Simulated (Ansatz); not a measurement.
Question: Name a neutral molecule of C, F, O and H with zero-point energy (PBE0-D4/def2-TZVP) between 131 and 147 kJ/mol and HOMO–LUMO gap (PBE/def2-TZVPP) between 4.65 and 4.95 eV (Ansatz, PBE0-D4/def2-TZVP geometry).

Answer: `OC1=C(F)C1` (143.9 kJ/mol, 4.78 eV); `FC1=COC1` (146.2 kJ/mol, 4.79 eV); `OC1(F)C=C1` (140.0 kJ/mol, 4.86 eV); `O/C=C(\O)F` (142.8 kJ/mol, 4.85 eV). Other molecules can fit too; these were computed, each in one conformer that needn't be the lowest.
